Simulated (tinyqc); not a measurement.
Inside a calculation. Method: extended Hueckel theory, for CO+. The parameters take no account of the charge, which enters only through the electron count. Computed by tinyqc, a small Python program that keeps every step (integrals from PySCF). Settings: charge = 1, K = 1.5, weighted = 1, multiplicity = 2. Command: `OMP_NUM_THREADS=1 python tinyqc.py 29587 29588 out.jsonl` (the two numbers bound the seeds that draw the settings). One thread of a shared host (Intel(R) Xeon(R) Processor @ 2.60GHz), about 0.01 s of CPU time with the checks.

## Overlaps

Geometry (angstrom):
```
atom         x         y         z
C     0.000000  0.000000  0.000000
O     0.000000  0.000000  1.060000
```

Parameters chosen for this run:
```
element  shell  Slater exponent   H_ii (eV)
C           2s         1.625000  -21.400000
C           2p         1.625000  -11.400000
O           2s         2.275000  -32.300000
O           2p         2.275000  -14.800000
```

Slater orbitals, each expanded in six Gaussians scaled to its exponent.

overlap S, lower triangle:
```
            1C 2s    1C 2px    1C 2py     1C 2pz     2O 2s    2O 2px    2O 2py    2O 2pz
1C 2s    1.000000
1C 2px   0.000000  1.000000
1C 2py   0.000000  0.000000  1.000000
1C 2pz   0.000000  0.000000  0.000000   1.000000
2O 2s    0.463486  0.000000  0.000000   0.529443  1.000000
2O 2px   0.000000  0.291869  0.000000   0.000000  0.000000  1.000000
2O 2py   0.000000  0.000000  0.291869   0.000000  0.000000  0.000000  1.000000
2O 2pz  -0.346276  0.000000  0.000000  -0.281002  0.000000  0.000000  0.000000  1.000000
```

## Wolfsberg-Helmholz matrix

diagonal H_ii (eV): 1C 2s -21.400000, 1C 2px -11.400000, 1C 2py -11.400000, 1C 2pz -11.400000, 2O 2s -32.300000, 2O 2px -14.800000, 2O 2py -14.800000, 2O 2pz -14.800000

K = 1.500000

H_ij = K' S_ij (H_ii + H_jj)/2 for i != j (the diagonal keeps H_ii), with K' = K + D^2 + D^4 (1 - K), D = (H_ii - H_jj)/(H_ii + H_jj), K = 1.5.

H (eV), lower triangle:
```
             1C 2s      1C 2px      1C 2py      1C 2pz       2O 2s      2O 2px      2O 2py      2O 2pz
1C 2s   -21.400000
1C 2px    0.000000  -11.400000
1C 2py    0.000000    0.000000  -11.400000
1C 2pz    0.000000    0.000000    0.000000  -11.400000
2O 2s   -19.169081    0.000000    0.000000  -19.695944  -32.300000
2O 2px    0.000000   -5.799064    0.000000    0.000000    0.000000  -14.800000
2O 2py    0.000000    0.000000   -5.799064    0.000000    0.000000    0.000000  -14.800000
2O 2pz    9.606273    0.000000    0.000000    5.583169    0.000000    0.000000    0.000000  -14.800000
```

## Orbitals

valence electrons = 9

Solve H C = S C e through S^(-1/2); fill by pairs from the bottom, a degenerate level sharing its electrons equally; each orbital has its largest coefficient positive (the first on a tie).

orbital energies (eV): -33.581123  -19.098759  -15.266618  -15.266618  -13.290981  -9.672771  -9.672771  44.449588

occupations: 2.000000  2.000000  2.000000  2.000000  1.000000  0.000000  0.000000  0.000000

coefficients:
```
             MO1        MO2       MO3        MO4        MO5        MO6        MO7        MO8
1C 2s   0.250880   0.709596  0.000000   0.000000   0.414496   0.000000   0.000000  -1.156066
1C 2px  0.000000   0.000000  0.078337   0.291629   0.000000  -0.105881   0.995352   0.000000
1C 2py  0.000000   0.000000  0.291629  -0.078337   0.000000   0.995352   0.105881   0.000000
1C 2pz  0.078660  -0.355602  0.000000   0.000000  -0.487187   0.000000   0.000000  -1.335760
2O 2s   0.823581  -0.296394  0.000000   0.000000   0.040782   0.000000   0.000000   1.351433
2O 2px  0.000000   0.000000  0.225503   0.839489   0.000000   0.061454  -0.577710   0.000000
2O 2py  0.000000   0.000000  0.839489  -0.225503   0.000000  -0.577710  -0.061454   0.000000
2O 2pz  0.043149  -0.476128  0.000000   0.000000   0.777727   0.000000   0.000000  -0.895221
```

sum of one-electron energies = -179.717217 eV

Within a degenerate level the vectors are fixed only up to a rotation; this is one choice.

## Mulliken analysis

P = C n C^T; charge = valence electrons (C 4, O 6) minus the sum of (P S)_ii on the atom; overlap population = 2 sum P_ij S_ij between two atoms.

charges: 1C 1.223089, 2O -0.223089

Overlap populations:
```
pair     value
2-1   1.209605
```
